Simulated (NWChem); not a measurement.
# CH8AlN (SMILES C[NH2+][AlH3-]): levels of theory compared

We compute a comparison of 5 runs (HF/STO-3G, HF/3-21G, B3LYP/6-31G*, BLYP/6-31G**) of CH8AlN. 

The results are computed with NWChem 7.3.0.

### Step 1. Starting point

CH8AlN has 11 atoms, charge 0, and is taken as a singlet. SMILES: `C[NH2+][AlH3-]`. The shape is that of a PBE0-D4/def2-TZVP optimisation.

Bond lengths: C1–N2 1.471 Å, N2–Al3 2.047 Å, C1–H4 1.092 Å, C1–H5 1.090 Å, C1–H6 1.090 Å, N2–H7 1.016 Å, N2–H8 1.016 Å, Al3–H9 1.605 Å, Al3–H10 1.605 Å, Al3–H11 1.605 Å. Some angles: C1–N2–Al3 113.6°, C1–N2–H7 110.3°, C1–N2–H8 110.3°, Al3–N2–H7 107.9°, Al3–N2–H8 108.0°, N2–C1–H4 112.3°, N2–C1–H5 108.6°, N2–C1–H6 108.6°, N2–Al3–H9 99.6°, N2–Al3–H10 99.3°.

### Step 2. Energy and forces at HF/STO-3G (run 1)

run.xyz reads:

```xyz
11

C      1.245300     0.109400    -0.616000
N      0.399800    -0.208600     0.544900
Al    -1.600300     0.053400     0.199100
H      2.307500    -0.034700    -0.407500
H      0.947300    -0.527900    -1.447900
H      1.067100     1.145500    -0.902200
H      0.658500     0.369500     1.339000
H      0.545100    -1.171200     0.834500
H     -2.179200    -0.380700     1.631500
H     -1.599700     1.618800    -0.156000
H     -1.791400    -0.973500    -1.019500
```

run.nw reads:

```
start run
memory total 2200 mb

geometry units angstrom noautosym nocenter noautoz
  load run.xyz
end

basis spherical bse
  C library STO-3G
  N library STO-3G
  Al library STO-3G
  H library STO-3G
end

scf
  thresh 1e-08
  maxiter 80
end

task scf gradient
```

Command:

```
$ nwchem run.nw > run.out
```

The log of the run:

```text
[...]
  functions       =    27
[...]
  wavefunction    = RHF
[...]
         Total SCF energy =   -334.802956842908
      One-electron energy =   -689.154913124694
      Two-electron energy =    240.934441877443
 Nuclear repulsion energy =    113.417514404344
        Time for solution =      1.2s
[...]
                         RHF ENERGY GRADIENTS
    atom               coordinates                        gradient
                 x          y          z           x          y          z
   1 C       2.353276   0.206736  -1.164071   -0.010854  -0.004262   0.015348
   2 N       0.755512  -0.394197   1.029712    0.036617  -0.004308   0.004671
   3 Al     -3.024128   0.100911   0.376244    0.013956  -0.002372   0.003821
   4 H       4.360543  -0.065573  -0.770063    0.001280  -0.000087  -0.000019
   5 H       1.790137  -0.997586  -2.736134   -0.001357   0.000456  -0.000742
   6 H       2.016527   2.164681  -1.704911   -0.001409   0.000294  -0.000832
   7 H       1.244385   0.698254   2.530343   -0.007534  -0.009267  -0.012606
   8 H       1.030090  -2.213247   1.576976   -0.005696   0.015888  -0.004411
   9 H      -4.118091  -0.719419   3.083088   -0.018946  -0.013358   0.044348
  10 H      -3.022995   3.059088  -0.294797   -0.000055   0.048681  -0.011409
  11 H      -3.385255  -1.839648  -1.926576   -0.006001  -0.031666  -0.038169
[...]
```

It took 2.2 s on 1 thread of Intel Xeon 6975P-C (Granite Rapids), shared host; peak memory 0.096 GiB.

### Step 3. Energy and forces at HF/3-21G (run 2)

input.nw reads:

```
start input
title "CH8AlN"
memory 2200 mb

geometry noautosym nocenter noautoz
  C      1.245300     0.109400    -0.616000
  N      0.399800    -0.208600     0.544900
  Al    -1.600300     0.053400     0.199100
  H      2.307500    -0.034700    -0.407500
  H      0.947300    -0.527900    -1.447900
  H      1.067100     1.145500    -0.902200
  H      0.658500     0.369500     1.339000
  H      0.545100    -1.171200     0.834500
  H     -2.179200    -0.380700     1.631500
  H     -1.599700     1.618800    -0.156000
  H     -1.791400    -0.973500    -1.019500
end

basis spherical bse
  * library 3-21G
end

scf
  singlet
  rhf
  thresh 1e-08
  maxiter 80
  print medium
end

task scf gradient
```

Command:

```
$ nwchem input.nw > input.out
```

The log of the run:

```text
[...]
  functions       =    47
[...]
  wavefunction    = RHF
[...]
         Total SCF energy =   -337.034047589804
      One-electron energy =   -689.710215083876
      Two-electron energy =    239.258653089729
 Nuclear repulsion energy =    113.417514404343
        Time for solution =      1.8s
[...]
                         RHF ENERGY GRADIENTS
    atom               coordinates                        gradient
                 x          y          z           x          y          z
   1 C       2.353276   0.206736  -1.164071   -0.011545  -0.006884   0.023570
   2 N       0.755512  -0.394197   1.029712    0.004540   0.006600  -0.021321
   3 Al     -3.024128   0.100911   0.376244   -0.006897   0.000872  -0.001180
   4 H       4.360543  -0.065573  -0.770063    0.006559  -0.000652   0.000545
   5 H       1.790137  -0.997586  -2.736134   -0.002585  -0.003849  -0.005278
   6 H       2.016527   2.164681  -1.704911   -0.001883   0.006533  -0.001916
   7 H       1.244385   0.698254   2.530343    0.003048   0.000423   0.002806
   8 H       1.030090  -2.213247   1.576976    0.002841  -0.002344   0.001876
   9 H      -4.118091  -0.719419   3.083088    0.002704   0.000955  -0.003461
  10 H      -3.022995   3.059088  -0.294797    0.001362  -0.004181   0.001060
  11 H      -3.385255  -1.839648  -1.926576    0.001855   0.002528   0.003298
[...]
```

Wall time 3.3 s (1 thread of Intel Xeon 6975P-C (Granite Rapids), shared host); peak memory 0.099 GiB.

Runs 3 to 4 aren't shown in full; the table further down has their settings and results.

### Step 4. Energy and gradient at BLYP/6-31G(d,p) (spherical functions) (run 5)

test.xyz reads:

```xyz
11
CH8AlN
C      1.245300     0.109400    -0.616000
N      0.399800    -0.208600     0.544900
Al    -1.600300     0.053400     0.199100
H      2.307500    -0.034700    -0.407500
H      0.947300    -0.527900    -1.447900
H      1.067100     1.145500    -0.902200
H      0.658500     0.369500     1.339000
H      0.545100    -1.171200     0.834500
H     -2.179200    -0.380700     1.631500
H     -1.599700     1.618800    -0.156000
H     -1.791400    -0.973500    -1.019500
```

test.nw reads:

```
start test
title "CH8AlN"
memory total 2200 mb

geometry noautosym nocenter noautoz
  load format xyz test.xyz
end

basis spherical bse
  * library 6-31G**
end

dft
  xc becke88 lyp
  grid xfine
  convergence energy 1e-08
  maxiter 100
  mulliken
end

task dft gradient
```

Command:

```
$ nwchem test.nw > test.out
```

The log of the run:

```text
[...]
          Wavefunction type:  closed shell.
          No. of atoms     :    11
          No. of electrons :    34
[...]
          Charge           :     0
          Spin multiplicity:     1
[...]
          AO basis - number of functions:    86
[...]
              XC Information
              --------------
                    Becke 1988 Exchange Functional  1.000
              Lee-Yang-Parr Correlation Functional  1.000
[...]
 d= 0,ls=0.0,diis     1   -339.9870760200 -4.53D+02  6.66D-03  3.11D-01     5.9
[...]
 d= 0,ls=0.0,diis     8   -340.0226222725 -3.67D-09  3.22D-06  6.70D-08    34.8
         Total DFT energy =     -340.022622272542
      One electron energy =     -692.396023318461
           Coulomb energy =      272.876757657713
    Exchange-Corr. energy =      -33.920871016138
 Nuclear repulsion energy =      113.417514404344
[...]
      Total Density - Mulliken Population Analysis
     ---------------------------------------------
    Atom       Charge   Shell Charges
 -----------   ------   -------------------------------------------------------
    1 C    6     6.18   2.00  0.67  2.12  0.53  0.81  0.04
    2 N    7     7.54   2.00  0.78  2.54  0.81  1.39  0.03
    3 Al  13    12.83   2.00  2.00  5.96  0.80  1.26  0.28  0.39  0.14
    4 H    1     0.89   0.54  0.35  0.01
    5 H    1     0.85   0.53  0.30  0.01
    6 H    1     0.85   0.53  0.30  0.01
    7 H    1     0.71   0.51  0.17  0.02
    8 H    1     0.71   0.51  0.17  0.02
    9 H    1     1.15   0.50  0.64  0.00
   10 H    1     1.15   0.50  0.65  0.00
[...]
  wavefunction    = closed shell
                         DFT ENERGY GRADIENTS
    atom               coordinates                        gradient
                 x          y          z           x          y          z
   1 C       2.353276   0.206736  -1.164071   -0.006412  -0.001959   0.007366
   2 N       0.755512  -0.394197   1.029712    0.007049   0.000174  -0.002229
   3 Al     -3.024128   0.100911   0.376244    0.006341  -0.000709   0.000631
   4 H       4.360543  -0.065573  -0.770063   -0.006563   0.000680  -0.000655
   5 H       1.790137  -0.997586  -2.736134    0.001204   0.003357   0.004624
   6 H       2.016527   2.164681  -1.704911    0.000537  -0.005529   0.001702
   7 H       1.244385   0.698254   2.530343   -0.002633  -0.005335  -0.008130
   8 H       1.030090  -2.213247   1.576976   -0.001557   0.009440  -0.003320
   9 H      -4.118091  -0.719419   3.083088    0.000951   0.000491  -0.001680
  10 H      -3.022995   3.059088  -0.294797    0.000434  -0.001731   0.000369
  11 H      -3.385255  -1.839648  -1.926576    0.000646   0.001122   0.001321
[...]
```

Wall time 43 s (1 thread of Intel Xeon 6975P-C (Granite Rapids), shared host); peak memory 0.15 GiB.

### Step 5. All runs side by side

| run | level | iteration cap | module | energy (Eh) | dipole moment (D) | HOMO energy (eV) | LUMO energy (eV) | wall time |
| --- | --- | --- | --- | --- | --- | --- | --- | --- |
| 1 | HF/STO-3G | 80 | scf | -334.802957 | 5.37 | -7.61 | 13.78 | 2.2 s |
| 2 | HF/3-21G | 80 | scf | -337.034048 | 5.99 | -10.30 | 3.66 | 3.3 s |
| 3 | B3LYP/6-31G* (spherical functions) | 100 | dft | -340.107173 | 5.69 | -7.08 | 0.15 | 32 s |
| 4 | B3LYP/6-31G* (Cartesian functions) | 100 | dft | -340.110347 | 5.68 | -7.08 | 0.14 | 32 s |
| 5 | BLYP/6-31G** (spherical functions) | 100 | dft | -340.022622 | 5.64 | -5.90 | -0.36 | 43 s |

### Step 6. Outcome

| quantity | value |
| --- | --- |
| run 5: total energy | -340.02262 Eh |
| run 5: dipole moment | 5.64 D |
| run 5: HOMO energy | -5.90 eV |
| run 5: LUMO energy | -0.36 eV |
| run 5: HOMO–LUMO gap | 5.54 eV |
| run 5: largest force on an atom | 0.521 eV/Å |

**Reading.** The dipole moment (its size) runs from 5.37 D (HF/STO-3G) to 5.99 D (HF/3-21G). The HOMO–LUMO gap runs from 5.54 eV (BLYP/6-31G**) to 21.40 eV (HF/STO-3G). The two ends differ in method and basis. Totals of different functionals can't be ranked against each other. In run 1 the basis is minimal, so the values are rough. All runs together took 1.9 min, the longest 43 s.
